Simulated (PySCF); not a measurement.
Two species compared at the same levels of theory.

First species: B(NH3)H3.
Z-matrix (Å and degrees, PBE0-D3(BJ)/def2-SVP geometry), rows numbered from 1:
```
B 
N   1  1.6351
H   2  1.0205  1  111.22
H   2  1.0205  1  111.20  3  -120.00
H   2  1.0205  1  111.21  3   120.00
H   1  1.2248  2  105.41  3   179.69
H   1  1.2248  2  105.43  3    59.68
H   1  1.2248  2  105.43  3   -60.31
```

Second species: tetrahydro-1,3,5-triazinium, C3H8N3 (charge +1).
SMILES: `C1=[NH+]CNCN1`

Levels: wB97X-D/def2-SVPD for HOMO energy, LUMO energy, HOMO–LUMO gap, static isotropic polarisability and electronic spatial extent ⟨r²⟩ about the centre of nuclear charge; TDDFT wB97X-D/def2-SVPD for lowest singlet excitation; TDA wB97X-D/def2-SVPD for lowest triplet excitation (Tamm–Dancoff). Geometries: PBE0-D3(BJ)/def2-SVP. Each species is one conformer at its optimised geometry, gas phase, non-relativistic unless stated. Electronic properties by PySCF.

**Question.** Which has the higher ⟨r²⟩?

**Answer.** The second: 467 bohr² against 118 bohr², a difference of 349 bohr².

**Question.** Which of the two has the higher HOMO energy, and by how much?

**Answer.** The first: -9.69 eV against -13.63 eV, a difference of 3.94 eV.

**Question.** Which has the higher T1 energy?

**Answer.** The first: 6.80 eV against 4.81 eV, a difference of 1.99 eV.

**Question.** Which has the higher S1 energy?

**Answer.** The first: 6.86 eV against 5.39 eV, a difference of 1.47 eV.

**Question.** Which of the two has the higher HOMO–LUMO gap, and by how much?

**Answer.** The first: 11.12 eV against 10.03 eV, a difference of 1.09 eV.

**Question.** Which of the two has the higher LUMO energy, and by how much?

**Answer.** The first: 1.43 eV against -3.60 eV, a difference of 5.03 eV.

**Question.** Which has the higher static isotropic polarisability?

**Answer.** The second: 52.2 au against 32.1 au, a difference of 20.1 au.

On the first: The polarisability is 4.75 Å³ as a volume (1 au = 0.148185 Å³), or 1.78 au for each of the 18 electrons. The vertical singlet–triplet gap S1 − T1 is 0.06 eV (TDDFT singlet less Tamm–Dancoff triplet).

On the second: The principal polarisabilities are 40.2, 54.3 and 62.0 au; their mean is the isotropic value. In wavenumbers S1 is 43500 cm⁻¹ (1 eV = 8065.54 cm⁻¹).
